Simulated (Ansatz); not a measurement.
Telling isomers of C2H8N+ apart by their spectra

These gas-phase data were calculated for one isomer of C2H8N+ at PBE0-D3(BJ)/def2-SVP (harmonic, unscaled wavenumbers; equilibrium rotational constants with average atomic masses):

- rotational constants: 30.39, 8.74, 7.743 GHz
- all wavenumbers above 1500 cm⁻¹: 3499, 3450, 3226, 3225, 3225, 3225, 3099, 3099, 1637

Candidates:

(1) `C[NH2+]C`, a singlet
(2) `CC[NH3+]`, a singlet

Q: Assign the data to one candidate and say why.

A: Candidate (1). 2 modes lie between 3250 and 3800 cm⁻¹, one for each N–H bond, while (2) has 3.

The same quantities for all candidates:

```
     rotational constants (GHz)                                 wavenumbers above 1500 cm⁻¹  E above the lowest, PBE0-D3(BJ)/def2-SVP (kcal/mol)
(1)          30.39, 8.74, 7.743        3499, 3450, 3226, 3225, 3225, 3225, 3099, 3099, 1637                                                  4.3
(2)         29.69, 8.358, 7.399  3519, 3511, 3421, 3190, 3184, 3164, 3117, 3069, 1632, 1625                                                  0.0
```

Programs: Ansatz 0.2.0.
